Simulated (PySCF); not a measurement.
Molecule (SMILES): FC(F)(F)F.
Geometry (B3LYP-D3(BJ)/def2-TZVP, fixed):
```
C
F 1 1.3260
F 1 1.3260 2 109.47
F 1 1.3260 2 109.47 3 120.00
F 1 1.3260 2 109.47 4 120.00
```
Charge 0, spin multiplicity 1.

Basis-set convergence of the mean static polarisability at HF with PySCF. All functions are spherical. Density fitting with generated auxiliary sets. No added dispersion term, no relativity. Reference: the value in d-aug-cc-pVTZ, 17.17 bohr³, itself unsure by roughly 0.7 % (its mean distance from aug-pcseg-2, aug-cc-pVTZ). Deviations are taken from unrounded values. Cost is core time over that of 6-311G**, rough, on shared machines of one kind; a dash marks a row that isn't timed (too short, read off another run, short of memory, by another algorithm or on other hardware).

| basis | functions | cost |
|---|---|---|
| STO-3G | 25 | - |
| 3-21G | 45 | - |
| 6-31G | 45 | - |
| pcseg-0 | 45 | - |
| 6-31G** | 70 | 0.6× |
| pcseg-1 | 70 | 0.6× |
| 6-31+G* | 90 | - |
| 6-311G** | 90 | 1× |
| 6-311+G** | 110 | 2× |
| 6-311++G(2d,2p) | 135 | 2× |
| pcseg-2 | 150 | 4× |
| 6-311++G(3df,3pd) | 195 | 8× |
| pcseg-3 | 300 | 30× |

Question: Which is the smallest set listed that can be trusted to 5 % here, that is, within that of the reference together with its larger relatives (same family, alike in diffuse functions; a set with none to test it counts only in the reference's own line)?

Answer: Of the sets listed that have larger relatives (same family, alike in diffuse functions), none stays within 5 % of the reference together with them. Inside, with no larger relative to test it: 6-311++G(3df,3pd), pcseg-3. Value minus reference over the reference: STO-3G -64.7, 3-21G -51.2, 6-31G -41.9, pcseg-0 -48.2, 6-31G** -27.4, pcseg-1 -28.0, 6-31+G* -11.6, 6-311G** -31.7, 6-311+G** -17.4, 6-311++G(2d,2p) -9.6, pcseg-2 -13.2, 6-311++G(3df,3pd) -2.9, pcseg-3 -2.2 %.
